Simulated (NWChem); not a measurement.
**One shape, several levels: BN (SMILES B#N)**

Wanted: a comparison of 6 runs (UPBE0/cc-pVTZ, UB3LYP/6-31G*, U-r2SCAN/cc-pVTZ, UB3LYP/cc-pVTZ, USVWN5/cc-pVTZ, UCCSD(T)/cc-pVTZ) of BN. 

The calculation is run with NWChem 7.3.0.

4 further runs of the same task are left out: 1 that didn't finish, 3 set aside as unsound or not needed.

## Step 1: Starting point

BN: 2 atoms, total charge 0, spin state triplet. As SMILES, `B#N`. Geometry: relaxed at PBE0-D4/def2-TZVP.

Bond lengths: B1–N2 1.315 Å.

## Step 2: Energy and forces at UPBE0/cc-pVTZ (run 1)

Contents of bn.nw:

```
start bn
title "BN gradient"
memory total 2200 mb

geometry units angstroms noautosym nocenter noautoz
 B     0.000000    0.000000   -0.023520
 N     0.000000    0.000000    1.291950
end

basis spherical bse
 * library cc-pVTZ
end

dft
 xc pbe0
 mult 3
 grid xfine
 convergence energy 1e-08
 iterations 100
 mulliken
 print low
end

task dft gradient
```

The run is started by

```
$ nwchem bn.nw > bn.out
```

Standard output:

```text
[...]
 d= 0,ls=0.0,diis     1    -79.2828534500 -9.34D+01  8.17D-03  8.64D-02     1.1
[...]
 d= 0,ls=0.0,diis    12    -79.3361870803 -3.43D-09  4.50D-07  3.46D-10    10.2
[...]
         Total DFT energy =      -79.336187080313
      One electron energy =     -134.562912984982
           Coulomb energy =       51.868803534359
    Exchange-Corr. energy =      -10.721610963775
 Nuclear repulsion energy =       14.079533334085
[...]
      Total Density - Mulliken Population Analysis
     ---------------------------------------------
    Atom       Charge   Shell Charges
 -----------   ------   -------------------------------------------------------
    1 B    5     4.92   1.96  0.18  0.75  0.32  0.54  0.83  0.24  0.03  0.06  0.01
    2 N    7     7.08   1.95  0.25  1.00  0.47  0.91  1.56  0.92  0.00  0.02  0.00
[...]
      <S2> =      2.0053 (Exact =     2.0000)
                         DFT ENERGY GRADIENTS
    atom               coordinates                        gradient
                 x          y          z           x          y          z
   1 B       0.000000   0.000000  -0.044446    0.000000   0.000000   0.001563
   2 N       0.000000   0.000000   2.441431   -0.000000  -0.000000  -0.001563
 Task  times  cpu:       13.4s     wall:       13.4s
 Total times  cpu:       13.5s     wall:       13.5s
```

Run time: 14 s. Hardware: 1 thread of Intel Xeon Platinum 8375C at 2.90GHz (Ice Lake), shared host; peak memory 0.12 GiB.

## Step 3: Energy and gradient at UB3LYP/6-31G(d) (spherical functions) (run 2)

Contents of test.nw:

```
echo
start test
title "BN B3LYP"
memory stack 880 mb heap 220 mb global 1100 mb

geometry noautosym nocenter noautoz
  B      0.000000     0.000000    -0.023520
  N      0.000000     0.000000     1.291950
end

basis "ao basis" spherical bse
  * library 6-31G*
end

dft
  xc b3lyp
  mult 3
  grid xfine
  convergence energy 1e-08
  iterations 100
  mulliken
end

task dft gradient
```

The run is started by

```
$ nwchem test.nw > test.out
```

Standard output:

```text
[...]
          Wavefunction type:  spin polarized.
          No. of atoms     :     2
          No. of electrons :    12
[...]
          Charge           :     0
          Spin multiplicity:     3
[...]
          AO basis - number of functions:    28
[...]
              XC Information
              --------------
                         B3LYP Method XC Potential
                     Hartree-Fock (Exact) Exchange  0.200
                        Slater Exchange Functional  0.800 local
                    Becke 1988 Exchange Functional  0.720 non-local
              Lee-Yang-Parr Correlation Functional  0.810
                  VWN I RPA Correlation Functional  0.190 local
[...]
 d= 0,ls=0.0,diis     1    -79.3590987566 -9.34D+01  2.15D-02  7.47D-02     0.4
[...]
 d= 0,ls=0.0,diis    12    -79.4119891965 -4.72D-10  3.14D-07  1.81D-11     3.8
[...]
         Total DFT energy =      -79.411989196482
      One electron energy =     -134.605581083748
           Coulomb energy =       51.960776794411
    Exchange-Corr. energy =      -10.846718241230
 Nuclear repulsion energy =       14.079533334085
[...]
      <S2> =      2.0025 (Exact =     2.0000)
[...]
  wavefunction    = open shell
                         DFT ENERGY GRADIENTS
    atom               coordinates                        gradient
                 x          y          z           x          y          z
   1 B       0.000000   0.000000  -0.044446   -0.000000  -0.000000   0.010912
   2 N       0.000000   0.000000   2.441431    0.000000   0.000000  -0.010912
[...]
```

Wall time 5.4 s (1 thread of Intel Xeon Platinum 8375C at 2.90GHz (Ice Lake), shared host); peak memory 0.11 GiB.

Runs 3 to 5 aren't shown in full; the table further down has their settings and results.

## Step 4: The energy at UCCSD(T)/cc-pVTZ (run 6)

Contents of run.py:

```python
from ase import Atoms
from ase.calculators.nwchem import NWChem

mol = Atoms('BN', positions=[
    [-0.000000, -0.000000, -0.023520],
    [0.000000, 0.000000, 1.291950],
])

calc = NWChem(
    label='bn',
    theory='tce',
    memory='2200 mb',
    basis='cc-pVTZ',
    basispar='spherical bse',
    scf={'nopen': '2', 'uhf': None, 'thresh': '1e-08', 'maxiter': '80'},
    tce={'scf': None, 'ccsd(t)': None, 'freeze': 'core 2', 'maxiter': '60'},
    task='energy',
)
mol.calc = calc

e = mol.get_potential_energy()
print(f"E = {e:.6f} eV")
```

The run is started by

```
$ export ASE_NWCHEM_COMMAND="nwchem PREFIX.nwi > PREFIX.nwo"
$ python run.py
```

Standard output:

```text
E = -2156.953755 eV
```

The calculator wrote bn.nwi:

```
title "bn"

permanent_dir bn

scratch_dir bn

start bn

geometry units angstrom nocenter noautosym noautoz
  B  -0.0000000000000000e+00 -0.0000000000000000e+00 -2.3519999999999999e-02
  N  0.0000000000000000e+00 0.0000000000000000e+00 1.2919499999999999e+00
end

memory 2200 mb

basis spherical bse noprint
   * library cc-pVTZ
end

scf
  nopen 2
  uhf
  thresh 1e-08
  maxiter 80
end
tce
  scf
  ccsd(t)
  freeze core 2
  maxiter 60
end

task tce energy
```

bn.nwo:

```text
Northwest Computational Chemistry Package (NWChem) 7.3.0
             --------------------------------------------------------

           Job information
           ---------------

    nwchem branch   = 7.3.0
    use scalapack   = T
    input           = bn.nwi
    prefix          = bn.
    data base       = bn/bn.db
    status          = startup
    nproc           =        1

           Memory information
           ------------------

[... 5 lines left out ...]
    hardfail = no
[... 100 lines left out ...]
         Quadratically convergent UHF
[... 19 lines left out ...]
         Total SCF energy =    -79.015266066354
[... 2 lines left out ...]
 Nuclear repulsion energy =     14.079533334085
[... 51 lines left out ...]
                    UHF Final Alpha Molecular Orbital Analysis
[... 477 lines left out ...]
 CCSD total energy / hartree       =       -79.253957197506423
[... 13 lines left out ...]
 CCSD[T]  correction energy / hartree =        -0.013945726577902
 CCSD[T] correlation energy / hartree =        -0.252636857730195
 CCSD[T] total energy / hartree       =       -79.267902924084325
 CCSD(T)  correction energy / hartree =        -0.012631902363567
 CCSD(T) correlation energy / hartree =        -0.251323033515861
 CCSD(T) total energy / hartree       =       -79.266589099869989

 Task  times  cpu:       21.7s     wall:       21.7s
 Total times  cpu:       21.7s     wall:       21.7s
```

It took 23 s on 1 thread of Intel Xeon Platinum 8375C at 2.90GHz (Ice Lake), shared host; peak memory 0.46 GiB.

## Step 5: Overview of the runs

```
run                                level      task  integration grid  energy (Eh)   ⟨S²⟩  largest force (eV/Å)  wall time
  1                        UPBE0/cc-pVTZ  gradient             xfine   -79.336187  2.005                 0.080       14 s
  2  UB3LYP/6-31G* (spherical functions)  gradient             xfine   -79.411989  2.002                 0.561      5.4 s
  3                     U-r2SCAN/cc-pVTZ  gradient             xfine   -79.395310  2.007                 0.390       18 s
  4                       UB3LYP/cc-pVTZ  gradient             xfine   -79.442382  2.003                 0.217       15 s
  5                       USVWN5/cc-pVTZ  gradient             xfine   -78.702720  2.002                 0.540       20 s
  6                     UCCSD(T)/cc-pVTZ    energy                 –   -79.266589  2.046                     –       23 s
```

## Step 6: Summary of results

```
                                                         quantity         value
                                              run 6: total energy  -79.26659 Eh
run 6: HOMO energy (Hartree–Fock orbitals) (highest over α and β)     -11.73 eV
 run 6: LUMO energy (Hartree–Fock orbitals) (lowest over α and β)       0.04 eV
               run 6: correlation energy (2 core orbitals frozen)    -251.3 mEh
                                            run 6: (T) correction    -12.63 mEh
                         run 6: ⟨S²⟩ of the reference determinant         2.046
```

**Reading.** Over runs 2, 3, 4, 5 the dipole moment (its size) runs from 1.74 D (USVWN5/cc-pVTZ) to 2.04 D (U-r2SCAN/cc-pVTZ). Totals of different functionals can't be ranked against each other. All runs together took 96 s, the longest 23 s.
